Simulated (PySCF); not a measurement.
# lithium chloride: calculation against experiment

**The experiment to reproduce.**

From Liu, Meijer, Perez-Rios, Phys. Chem. Chem. Phys. 22 (2020) 24191, for the gas: dipole moment 7.1289 D.

How close the calculation comes is told at the end.

Species: lithium chloride, LiCl.
SMILES with atom numbers: `[Li:1][Cl:2]`

Structure used (PBE0-D3(BJ)/def2-SVP), in Å, numbered top down from 1:
```
atom  x, y, z in Å
Li1    1.0259   -0.0834    0.0075
Cl2   -0.9762   -0.0043   -0.0297
```

Runs made with PySCF (gas phase, on this PBE0-D3(BJ)/def2-SVP geometry; no spin–orbit coupling):

| level | job | basis functions |
| --- | --- | --- |
| PBE0-D3(BJ)/def2-SVP, grid level 1 | geometry optimisation from a GFN2-xTB start shaken at random | 27 |
| WP04/pcSseg-2 | shieldings | 64 |
| LC-wPBE/def2-SVPD | 10 singlets by full TDDFT, 4 Tamm–Dancoff triplets, polarisability, ΔSCF ions | 39 |
| LDA/def2-SVPD | 10 singlets by full TDDFT, 4 Tamm–Dancoff triplets, polarisability, ΔSCF ions | 39 |
| PBE0/def2-SVP | 10 singlets by full TDDFT, 4 Tamm–Dancoff triplets, polarisability | 27 |
| PBE0/6-31+G* | 10 singlets by full TDDFT, 4 Tamm–Dancoff triplets, polarisability | 40 |
| PBE0/aug-cc-pVDZ | 10 singlets by full TDDFT, 4 Tamm–Dancoff triplets, polarisability | 50 |
| PBE0/aug-cc-pVTZ | 10 singlets by full TDDFT, 4 Tamm–Dancoff triplets, polarisability | 96 |
| PBE0/def2-TZVP | 10 singlets by full TDDFT, 4 Tamm–Dancoff triplets, polarisability | 51 |
| PBE0/def2-TZVPD | 10 singlets by full TDDFT, 4 Tamm–Dancoff triplets, polarisability | 63 |
| B3LYP/cc-pVTZ | spin–spin couplings from 1 perturbed nucleus | 64 |
| B3LYP/def2-TZVP | spin–spin couplings from 1 perturbed nucleus | 51 |

All basis functions are spherical.

Results beside the measurements:

**Dipole moment.** Measured: 7.1289 D (Liu, Meijer, Perez-Rios, Phys. Chem. Chem. Phys. 22 (2020) 24191).

| level | computed (D) | computed − measured (D) | % (from the printed values) |
| --- | --- | --- | --- |
| PBE0-D3(BJ)/def2-SVP | 6.586 | -0.543 | -8 |
| WP04/pcSseg-2 | 7.146 | +0.017 | 0 |
| LC-wPBE/def2-SVPD | 7.123 | -0.006 | 0 |
| LDA/def2-SVPD | 6.844 | -0.285 | -4 |
| PBE0/def2-SVP | 6.589 | -0.540 | -8 |
| PBE0/6-31+G* | 7.129 | 0.000 | 0 |
| PBE0/aug-cc-pVDZ | 6.929 | -0.200 | -3 |
| PBE0/aug-cc-pVTZ | 6.939 | -0.190 | -3 |
| PBE0/def2-TZVP | 6.980 | -0.149 | -2 |
| PBE0/def2-TZVPD | 6.953 | -0.176 | -2 |
| B3LYP/cc-pVTZ | 6.747 | -0.382 | -5 |
| B3LYP/def2-TZVP | 6.881 | -0.248 | -3 |

12 of the 22 levels run are shown, the closest and the furthest among them. The computed dipoles belong to one fixed geometry; measured ones are averaged over vibrations unless marked μe. Magnitudes are compared, not signs.

No measured geometry was used, and the causes of the misses weren't examined.
